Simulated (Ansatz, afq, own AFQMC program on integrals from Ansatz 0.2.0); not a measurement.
AFQMC on a folder of integrals that Ansatz 0.2.0 wrote.

```yaml
crystal:
  periodic: [false, false, false]
  atoms:
    - {symbol: S, position_ang: [0.000000, 0.000000, 0.000000]}
    - {symbol: Br, position_ang: [0.000000, 0.000000, 2.025300]}
basis:
  gaussian: {orbitals: cc-pVDZ}
total_charge: 1
magnetization: {spin_polarized: true, initial_magnetization: 4}
correlation: {method: ccsd_t, electrons: outside_noble_gas, hamiltonian_folder: ham}
```

```sh
$ ansatz run in.yaml --threads 1 --pin off --events-out ev --progress --plain --max-ram 1382MiB
```

afq runs on the folder ham with

```
--method phaseless --trial cisd --walkers 60 --populations 1 --least-time 40 --time-step 0.005 --steps-per-block 50 --equilibration-blocks 28 --max-blocks 300 --target-error 0.00042 --factor-cut 1e-05 --start spin_pure --seed 8312 --release-times 0.24,0.51,0.99,1.62,2.4 --release-step 0.03 --release-every 4 --taylor-order 6
```

Times are imaginary, in 1/Eh. The walk had a cap of 506 s. Filled inner d shells are frozen with the cores.

Output of the walk:

```
orbitals 26  electrons 8 4  factors 186 of 509
reference energy -2969.38301381 Eh
CCSD correlation -0.21055781 Eh in 10 cycles, weight of the determinant in the CISD state 0.8942
energy of the start -2969.593316 Eh
 block  time / (1/Eh)  mean weight  energy / Eh
     1     0.250  0.9985  -2969.590523
     2     0.500  1.0003  -2969.590896
     3     0.750  1.0003  -2969.592092
     4     1.000  0.9987  -2969.592414
     5     1.250  0.9982  -2969.593711
    10     2.500  1.0007  -2969.597850
    29     7.250  1.0007  -2969.601408
    49    12.250  1.0012  -2969.599045
    69    17.250  0.9997  -2969.595522
    77    19.250  1.0007  -2969.607014
    89    22.250  0.9990  -2969.596014
   109    27.250  0.9980  -2969.595337
   129    32.250  0.9997  -2969.597272
   149    37.250  1.0004  -2969.601134
   169    42.250  1.0008  -2969.601224
   177    44.250  1.0021  -2969.595315
   185    46.250  1.0004  -2969.598888
blocks merged  error / Eh  count
     1  0.000204  160
     2  0.000257  80
     4  0.000289  40
     8  0.000266  20
    16  0.000328  10
released: time / (1/Eh)  energy / Eh  error  mean overlap
  0.24  -2969.598873  0.000380  0.9942
  0.51  -2969.598664  0.000347  0.9942
  0.99  -2969.598796  0.000335  0.9926
  1.62  -2969.599198  0.000392  0.9856
  2.40  -2969.599468  0.000478  0.9690
energy -2969.598416 +/- 0.000289 Eh
(rows thinned)
```

The run passed its tests (sampling time, drift between the halves within three errors, error under three times the target), which doesn't prove that it has relaxed.

Against this walk (error 7.9 meV) on the same determinant: CCSD(T) 16.9 meV higher, CCSDT(Q) 11.1 meV lower (within the noise). The error is statistical and leaves out the bias of the constraint. The released energies are still falling (meV from the phaseless value at times in 1/Eh: -12 ± 10 at 0.24, -7 ± 9 at 0.51, -10 ± 9 at 0.99, -21 ± 11 at 1.62, -29 ± 13 at 2.40), so they give no level.

Cautions: constraint bias not in the error; no relativity below Rb; no spin-orbit coupling; inner d shell frozen; another spin lies lower (by 5.94 eV).

The walk took 87 s on 1 thread of Arm Neoverse V2, on a shared host. The log's last line is the phaseless energy.

CCSDT and higher add their correlation energy to the determinant of the CCSD(T) run, since their own runs factorise the integrals more tightly (a shift of under 2 meV). A walk keeps the symmetry of its determinant, which the program's search chose and which needn't be the lowest solution, so a lower state of the same spin and another symmetry isn't excluded.
